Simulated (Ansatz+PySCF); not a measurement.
## doublet CH3O: levels of theory in one basis

```yaml
atoms:
  - { symbol: C, position_ang: [0.0389, -0.0401, -0.6771] }
  - { symbol: O, position_ang: [0.0220, -0.0478, 0.6755] }
  - { symbol: H, position_ang: [-0.0375, 0.8573, 0.9973] }
  - { symbol: H, position_ang: [0.0420, -1.0353, -1.1251] }
  - { symbol: H, position_ang: [-0.4135, 0.8010, -1.2138] }
```

Basis set: def2-SVP (spherical functions). Left uncorrelated: 2 orbitals. Correlation on ROHF uses semicanonical orbitals with singles. Charge 0, multiplicity 2.

Computed with Ansatz (development build ahead of 0.2.0); each method stands on the lowest determinant of its kind that the runs found. NEVPT2 correlates all electrons. Active spaces start from the frontier orbitals, and the lowest solution found is given.

```tsv
method	E − E(ROHF) (eV)	<S²> of the determinant
ROHF	0.00	0.75
UHF	-0.11	0.76
ROHF-MP2	-8.50	–
UHF-MP2	-8.49	0.76
ROHF-CCSD	-9.12	–
UHF-CCSD	-9.12	0.76
CASSCF(3,3)	-0.57	–
SC-NEVPT2(3,3)	-8.63	–
```

Question: What does ROHF-CCSD(T) give on the same scale?

Answer: -9.32 eV.

Question: Is a single determinant a sound starting point here?

Answer: By this sign, yes. Unrestricted orbitals gain 0.11 eV and <S²> is 0.76 against 0.75 for a pure state. The CASSCF(3,3) natural occupations are 1.98, 1.00, 0.02.
